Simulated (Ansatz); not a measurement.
Results of PBEsol in Ansatz (plane waves, PAW) for 2H MoS2.

Run with plane-wave cutoff 560 eV, 12×12×4 k mesh (along the axes of the cell as run), perturbation theory, no spin polarisation, scalar-relativistic PAW data made under PBE.

Computed at the level's own relaxed cell.

MoS2 is modelled in the hexagonal space group P6₃/mmc (No. 194), Pearson symbol hP6. Lattice parameters: a = 3.1413 Å, b = 3.1413 Å, c = 12.5797 Å, α = 90.00°, β = 90.00°, γ = 120.00°. Mo on 2c is coordinated by 6 S at 2.392 Å (trigonal prismatic). S on 4f sees 3 Mo at 2.392 Å (trigonal pyramidal). (Neighbours: up to the widest gap in distance over summed covalent radii, below 1.35, at either atom; cation-cation and far metal-metal contacts left out.)

Harmonic phonon frequencies (cm⁻¹; i marks an imaginary mode; at Γ without the LO shift):

```tsv
q point	frequencies
Γ	0 0 0 25 25 34 285 285 286 286 385 385 385 385 405 407 468 470
M	156 158 170 176 233 235 305 307 332 337 354 355 366 367 388 388 409 409
K	182 182 186 186 234 235 324 324 336 337 337 337 374 374 381 382 395 395
A	18 18 18 18 24 24 285 285 285 285 385 385 385 385 406 406 470 470
```

No imaginary mode appears at these points.

Note: the cell comes from a level without a dispersion term, which matters for the spacing of layers, chains or molecules; the cell has widely spaced layers and the level no dispersion term, so their spacing and the moduli can rest on weak binding.

Ansatz is a first-principles code.
